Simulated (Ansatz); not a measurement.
CH4Si (`C[SiH]`) at its PBE0-D4/def2-TZVP geometry, where that method's forces vanish. Charge 0, multiplicity 1.

```xyz
6

C     0.0885    0.4608    0.2443
Si   -1.0525   -1.0162   -0.0689
H     1.0542    0.1074    0.6278
H    -0.3228    1.1951    0.9380
H     0.3154    0.9573   -0.7081
H    -0.0828   -1.7045   -1.0331
```

Task: What forces (eV/Å) does PBE-D4/def2-TZVPP give on these atoms in the Gaussian-basis code of Ansatz? (Best estimate.)

Result: Computed: 
```
C1  -0.056 -0.022  0.018
Si2 -0.255 -0.082  0.088
H3   0.197 -0.058  0.059
H4  -0.076  0.140  0.131
H5   0.065  0.094 -0.181
H6   0.125 -0.074 -0.115
```
